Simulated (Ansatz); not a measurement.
`Cl[Si]Cl` at its PBE0-D4/def2-TZVP geometry, where that method's forces vanish. Charge 0, multiplicity 1.

```tsv
atom	x (Å)	y (Å)	z (Å)
Cl1	1.520	0.032	-0.679
Si2	-0.234	0.842	0.084
Cl3	-1.286	-0.874	0.595
```

(1) For each bond, give half the difference of the two atoms' forces along it (eV/Å; positive pushes the atoms apart) under PBE-D4, r2SCAN-D4, B3LYP-D4, ωB97M-V in def2-TZVPP. (Estimate.)

Answers

(1) Ansatz gave: 
```json
{"bond": "Cl1–Si2", "length (Å)": "2.077", "PBE-D4": "0.29", "r2SCAN-D4": "0.08", "B3LYP-D4": "0.23", "ωB97M-V": "0.04"}
{"bond": "Si2–Cl3", "length (Å)": "2.077", "PBE-D4": "0.29", "r2SCAN-D4": "0.08", "B3LYP-D4": "0.23", "ωB97M-V": "0.04"}
```

B3LYP here is the variant with VWN-RPA as its local correlation; programs differ in this.
